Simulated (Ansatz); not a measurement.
Equilibrium lattice constant a of Te (model structure, started from the lonsdaleite type, P6₃/mmc, No. 194, 4 atoms in the cell) at several levels of theory

No measured value is used here.

| level (code) | value (Å) |
|---|---|
| PBE (Ansatz) | … |
| PBEsol (Ansatz) | 4.906 |
| PBE-D3(BJ) (Ansatz) | 4.930 |

Q: Some entries are withheld; supply them.

A: 
- PBE (Ansatz, a first-principles code), value (Å): 4.970

Ansatz's density-functional and Hartree–Fock values are scalar-relativistic unless marked +SOC, with PAW data made under PBE.

A model structure was made by putting elements into a prototype or built by hand; it is no filed structure, need not be a known phase, and can be a saddle point held by its symmetry.
